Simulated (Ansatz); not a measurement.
Results of r²SCAN-D4 in Ansatz (plane waves, PAW) for Cu3AsS4 (Pmn2₁, No. 31).

Numerical settings: plane-wave cutoff 560 eV, 6×6×6 k mesh, Fermi–Dirac smearing 0.01 eV, no spin polarisation, scalar-relativistic PAW data made under PBE.

Energies at three volumes about the minimum:

```
V (Å³/atom)  E − E_lowest (meV/atom)
-----------  -----------------------
17.483                          1.96
17.840                          0.00
18.197                          1.82
```

Q: Fit a parabola by hand: where is the minimum, and what is the bulk modulus?

A: Slopes: (0.00 − 1.96)/(17.840 − 17.483) = -5.490 and (1.82 − 0.00)/(18.197 − 17.840) = 5.098 meV/Å³. Curvature E″ = 2 × (5.098 − (-5.490))/(18.197 − 17.483) = 29.658 meV/Å⁶. From the middle of the first interval, the slope vanishes at V0 = 17.6615 − (-5.490)/29.658 = 17.847 Å³/atom. B = V0 E″ = 17.847 × 29.658 meV/Å³ × 0.1602 GPa per meV/Å³ = 84.8 GPa. The full Birch–Murnaghan fit to all volumes gives V0 = 17.840 Å³/atom and B0 = 84.8 GPa.

Shape and atoms are relaxed at each volume.

Note: the bulk modulus comes from volumes at which shape and atoms were relaxed.

Ansatz is an electronic-structure program.
